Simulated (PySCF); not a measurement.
Isomers of [C5H12N]+ (charge +1), from PBE0-D3(BJ)/def2-SVP geometry optimisation, gas phase in PySCF. One conformer each, no zero-point energy, no frequencies.

**Question.** Which is lowest in electronic energy at this level?
A. `[CH2:1]=[CH:2][CH2:3][NH+:4]([CH3:5])[CH3:6]` (charge +1) with C1–C2–C3–N4 -13°, C2–C3–N4–C5 160°: A = 6054, B = 2273, C = 1972 MHz, dipole 2.75 D
B. `CC(C)=[N+](C)C`: A = 4487, B = 3280, C = 1993 MHz, dipole 0.21 D
C. `[CH2:1]=[CH:2][C@H:3]([CH3:4])[NH2+:5][CH3:6]` (charge +1) with C1–C2–C3–C4 -131°, C2–C3–N5–C6 -171°: A = 5504, B = 2199, C = 1756 MHz, dipole 3.71 D
D. `[CH3:1][CH2:2][CH:3]1[CH2:4][NH2+:5][CH2:6]1` (charge +1) with C1–C2–C3–C4 -68°, C2–C3–C4–N5 -135°, C3–C4–N5–C6 14°, C4–N5–C6–C3 -14°, C2–C3–C6–N5 134°: A = 8046, B = 2165, C = 1872 MHz, dipole 6.16 D
E. `C=C[N+](C)(C)C`: A = 4650, B = 2822, C = 2763 MHz, dipole 1.12 D

**Answer.** B. That is `CC(C)=[N+](C)C`, 13.0 kcal/mol below the next.

```json
{"SMILES": "CC(C)=[N+](C)C", "mapped SMILES": "[CH3:1][C:2]([CH3:3])=[N+:4]([CH3:5])[CH3:6]", "E (Eh)": "-251.79607", "relative (kcal/mol)": "0.0", "relative (kJ/mol)": "0.0", "dipole about centre of mass (D)": "0.21"}
{"SMILES": "CCC1C[NH2+]C1", "mapped SMILES": "[CH3:1][CH2:2][CH:3]1[CH2:4][NH2+:5][CH2:6]1", "E (Eh)": "-251.77539", "relative (kcal/mol)": "13.0", "relative (kJ/mol)": "54.3", "dipole about centre of mass (D)": "6.16"}
{"SMILES": "C=C[C@H](C)[NH2+]C", "mapped SMILES": "[CH2:1]=[CH:2][C@H:3]([CH3:4])[NH2+:5][CH3:6]", "E (Eh)": "-251.77089", "relative (kcal/mol)": "15.8", "relative (kJ/mol)": "66.1", "dipole about centre of mass (D)": "3.71"}
{"SMILES": "C=CC[NH+](C)C", "mapped SMILES": "[CH2:1]=[CH:2][CH2:3][NH+:4]([CH3:5])[CH3:6]", "E (Eh)": "-251.76039", "relative (kcal/mol)": "22.4", "relative (kJ/mol)": "93.7", "dipole about centre of mass (D)": "2.75"}
{"SMILES": "C=C[N+](C)(C)C", "mapped SMILES": "[CH2:1]=[CH:2][N+:3]([CH3:4])([CH3:5])[CH3:6]", "E (Eh)": "-251.75112", "relative (kcal/mol)": "28.2", "relative (kJ/mol)": "118.0", "dipole about centre of mass (D)": "1.12"}
```
